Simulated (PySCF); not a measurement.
**Orbital picture of AlP⁺**

PBE0 at R = 2.470 Å; basis Al def2-TZVP, P def2-TZVP; no relativity; PySCF 2.14. State: ⁴Σ⁻ (quartet), unpaired electrons σ ↑, π ↑↑. Only the outer orbitals are listed, counted within each symmetry.

```csv
spin,orbital,occ.,ε (eV),on Al (%),main shells (%)
α,7σ,1,-23.19,5,93 P s
α,8σ,1,-16.11,59,"59 Al s, 33 P p"
α,3π,1,-13.47,9,91 P p
α,3π,1,-13.47,9,91 P p
α,9σ,1,-12.84,58,"42 P p, 32 Al s, 26 Al p"
α,4π,0,-7.61,92,92 Al p
α,4π,0,-7.61,92,92 Al p
α,10σ,0,-5.36,87,"70 Al p, 13 P p, 12 Al d"
β,7σ,1,-20.17,14,"84 P s, 9 Al s"
β,8σ,1,-14.64,68,"67 Al s, 19 P p, 12 P s"
β,9σ,0,-9.49,52,"47 P p, 28 Al p, 23 Al s"
β,3π,0,-9.12,31,"68 P p, 27 Al p"
β,3π,0,-9.12,31,"68 P p, 27 Al p"
```

Problem. Which are the highest filled and the lowest empty level, where do they sit, and how wide is the gap?

Solution. Highest filled α 9σ at -12.84 eV (in %: 42 P p, 32 Al s, 26 Al p); lowest empty β 9σ at -9.49 eV (in %: 47 P p, 28 Al p, 23 Al s); the gap at PBE0 is 3.35 eV.

```json
{"bond order (Mayer)": "1.04", "⟨S²⟩": "3.762", "charge on Al (Mulliken, basis-dependent)": "0.78", "charge on Al (Löwdin, basis-dependent)": "0.53", "dipole moment (positive dipole points towards P; it is taken about the centre of mass and depends on that origin)": "-3.09 D", "polarisability along the bond": "81.5 bohr³", "polarisability across the bond": "38.4 bohr³"}
```

The state was picked by a PBE0 search and need not be the measured ground state.
